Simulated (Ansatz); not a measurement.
## AlH, triplet: the ladder up to full CI

Geometry: a point of a stretch scan, not a stationary point.

```xyz
2

Al    0.0000    0.0000    0.0000
H     0.0000    0.0000    2.5670
```

Basis cc-pVQZ; Ansatz 0.2.0. Correlated methods freeze the noble-gas cores, which leaves 4 electrons in 84 orbitals. Prefix R: restricted or restricted open-shell reference; prefix U: unrestricted. Active spaces: valence = (4e, 5o) chosen from the atoms' valence shells.

Full CI is exact within this basis and frozen core; it isn't the basis-set limit. The frozen core follows each run's orbitals, which can shift R against U totals by a few meV.

```
UHF ⟨S²⟩                          : 2.067
T1 diagnostic (RCCSD)             : 0.0512
largest doubles amplitude (RCCSD) : 0.093
T1 diagnostic (UCCSD)             : 0.0335
```

```
                 level  E − E(full CI) (kcal/mol)  share of correlation (%)  wall time
                   RHF                      40.49                      0.00          –
                   UHF                      36.67                      9.43          –
                  RMP2                      11.57                     71.43          –
                  UMP2                      11.87                     70.68          –
                 RCCSD                       1.65                     95.94          –
                 UCCSD                       1.50                     96.30          –
              RCCSD(T)                       0.43                     98.94        6 s
              UCCSD(T)                       0.42                     98.96        5 s
               BCCD(T)                       0.44                     98.92        7 s
                RCCSDT                       0.02                     99.95          –
                UCCSDT                       0.01                     99.97          –
             RCCSDT(Q)                       0.00                     99.99       61 s
             UCCSDT(Q)                       0.00                    100.01       68 s
CASSCF (valence space)                      23.76                     41.32          –
NEVPT2 (valence space)                       6.88                     83.01      3.7 s
```

The correlation energy at full CI, counted from RHF, is -1.756 eV. That run took 39 s on 1 thread of Arm Neoverse V1, shared host over 3,037,760 determinants.

Times hold each run's SCF and search for its determinant on a shared host, so for small cases they say little of a method's own cost; they ran on 1 thread of Arm Neoverse V1.

The full-CI state has the irrep B1 of C2v, in the program's axes (one component, if the state is degenerate).

Natural occupations of full CI about the gap: 1.877 0.996 0.975 0.052 0.041 0.013 0.013 0.010 0.006 0.005; effectively unpaired electrons, Σ n²(2−n)², 2.07.
